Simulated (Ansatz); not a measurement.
# HClF (doublet): HSE06, B2PLYP, RPA-PBE over a scan of the distance Cl1–H2 along a hydrogen transfer, cc-pVTZ

One table from this session's results is given with a row withheld; the runs are named, their logs left out.

Computed with Ansatz 0.2.0, Gaussian basis. Level: cc-pVTZ, all electrons in the functionals, frozen cores in the correlation of double hybrids and RPA.

The runs, in order: HSE06, B2PLYP, RPA-PBE, at 1.279 Å; 1.366 Å; 1.542 Å; 1.717 Å; 1.892 Å.

**The system**

The geometry derives from fragments relaxed apart (PBE0/def2-TZVP) and kept rigid, so it is no stationary point. A hydrogen atom is moved between rigid fragments.

3 atoms, charge 0, spin multiplicity 2.

Atoms are counted from 1 here; the program's logs count them from 0.

Bond lengths: Cl1–H2 1.279 Å.

No dispersion term is added. HSE06 is the plane-wave form.

The geometry shown and the zero of energy belong to the point 1.279 Å. The yardstick, UCCSDT(Q), and other wave-function levels (R restricted, U unrestricted, valence and pair active spaces) come from earlier runs.

Set-up of the first run:

The input, in.yaml:

```yaml
crystal:
  periodic: [false, false, false]
  atoms:
    - {symbol: Cl, position_ang: [0.000000, 0.000000, -1.356933]}
    - {symbol: H, position_ang: [0.000000, 0.000000, -0.078133]}
    - {symbol: F, position_ang: [0.000000, 0.000000, 1.435067]}
basis:
  gaussian: {orbitals: cc-pVTZ}
magnetization: {spin_polarized: true, initial_magnetization: 1}
hamiltonian: {xc: {name: HSE06}}
```

Started as:

```bash
$ ansatz run in.yaml --threads 1 --pin off --events-out ev --progress --plain --max-ram 2816MiB --backend cpu
```

Among the steps run: HSE06, 1.279 Å; HSE06, 1.366 Å; HSE06, 1.542 Å; HSE06, 1.717 Å; HSE06, 1.892 Å; B2PLYP, 1.279 Å; B2PLYP, 1.366 Å; B2PLYP, 1.542 Å; B2PLYP, 1.717 Å; B2PLYP, 1.892 Å; RPA-PBE, 1.279 Å; RPA-PBE, 1.366 Å; RPA-PBE, 1.542 Å; RPA-PBE, 1.717 Å; RPA-PBE, 1.892 Å.

One table of the session follows, with a row left open; its other results are not shown here.

```
    level  1.542 Å  1.717 Å  1.892 Å
UCCSDT(Q)     -0.2    -23.9    -35.9
    HSE06     -3.7    -20.8    -30.8
   B2PLYP        ?        ?        ?
  RPA-PBE     -5.3    -14.4    -20.5
```

**Question.** Estimate the row for B2PLYP.

**Answer.** 1.542 Å: -2.1; 1.717 Å: -23.3; 1.892 Å: -34.2. In the column «1.542 Å» it lies between HSE06 (-3.7) and UCCSDT(Q) (-0.2).

Caveats from the session: Energies in kcal/mol, counted from 1.279 Å; blanks weren't run or aren't comparable.
